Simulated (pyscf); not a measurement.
F–GeH(F)–F + H₂ → F–GeH₂–F + HF, a four-centre exchange (singlet surface; F–Ge, H–H broken, Ge–H, F–H formed). Structures and frequencies: ωB97X-D3(BJ)/def2-SVP in PySCF. Energies in kJ/mol from the separated reactants.

Small-basis levels: PySCF, no dispersion term, spherical d functions. Cost: rough CPU time at the saddle relative to B3LYP/6-31G*+LANL2DZ, from one job on a shared machine.

| level | barrier | reaction energy | cost |
|---|---|---|---|
| HF/3-21G | 291.7 | +142.6 | 0.1 |
| SVWN5/6-31G*+LANL2DZ | 151.2 | +105.2 | 0.9 |
| PBE/6-31G*+LANL2DZ | 194.3 | +107.8 | 1 |
| B3LYP/STO-3G | 232.5 | +103.2 | 0.9 |
| B3LYP/LANL2DZ | 203.8 | +61.2 | 0.9 |
| B3LYP/6-31G*+LANL2DZ | 230.2 | +112.6 | 1 |
| B3LYP/6-311+G**+LANL2DZ | 185.8 | +21.3 | 2 |
| PBE/def2-SVP | 148.5 | +64.4 | 2 |
| B3LYP/def2-SVP | 179.5 | +61.7 | 2 |
| ωB97M-D3(BJ)/def2-TZVP | 191.5 | +52.0 | – |

Against the last row the barrier runs from -43.1 (PBE/def2-SVP) to +100.2 kJ/mol (HF/3-21G). ωB97M-D3(BJ)/def2-TZVP has limits of its own. On the product side the descent ends in a complex, 27.1 kJ/mol under the separated species and 165.0 kJ/mol under the saddle at ωB97X-D3(BJ)/def2-TZVP. At the saddle there is also a short Ge–H contact that neither side keeps. One saddle was located; it need not be the lowest between these sides. In the def2 sets elements up to Kr have no core potential.
